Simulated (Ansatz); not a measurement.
Input file:

```yaml
crystal:
  periodic: [false, false, false]
  atoms:
    - {symbol: Si, position_ang: [-1.053695, 0.000000, 0.000000]}
    - {symbol: H, position_ang: [-1.548567, 1.399708, 0.000000]}
    - {symbol: H, position_ang: [-1.548566, -0.699854, 1.212183]}
    - {symbol: H, position_ang: [-1.548567, -0.699854, -1.212183]}
    - {symbol: H, position_ang: [0.905305, 0.000000, 0.000000]}
    - {symbol: O, position_ang: [2.085305, 0.000000, 0.000000]}
basis:
  gaussian: {orbitals: cc-pVDZ}
magnetization: {spin_polarized: false, initial_magnetization: 2}
correlation: {method: mp2, electrons: outside_noble_gas}
scf: {lower_state_search: off}
```

```sh
$ ansatz run in.yaml --threads 1 --pin off --events-out ev --progress --plain --max-ram 2393MiB
```

The program prints:

```
these checks for a lower state are left out or cut short: stability, starts, cluster_reference, orbital_swaps, neighbouring_geometries, increment
482 factors; integrals over basis functions are off by at most 2.0e-3 eV
mean field evaluation 1: about -9956.4724 eV, gradient 1.9e1 eV
mean field evaluation 2: about -9956.4916 eV, gradient 1.9e1 eV
mean field evaluation 4: about -9958.6828 eV, gradient 2.4e0 eV
mean field evaluation 8: about -9958.7166 eV, gradient 4.2e-1 eV
mean field -9958.71850056 eV, -365.9761546337 hartree, gradient 5.3e-6 eV, S^2 2.000000; 0 other end points of the search recorded, 0 dependent functions left out
6 core orbitals not correlated: weight in the atoms' cores, before any rotation towards them, 1.000 or more for the frozen orbitals, at most 0.000 for the correlated occupied ones
reference -9958.71850056 eV, -365.9761546337 hartree; 8, 6 occupied and 38, 40 virtual orbitals, 482 factors
second order -7.05853129 eV of doubles, -0.15806079 eV of singles
Total energy: -9965.93509264 eV, -366.2413595011 hartree
Checks for a lower state left out: stability, starts, cluster_reference, orbital_swaps, neighbouring_geometries, increment
```

Ran on 1 thread of Arm Neoverse V2, shared host: 0.21 s wall, 0.08 GiB peak host memory.
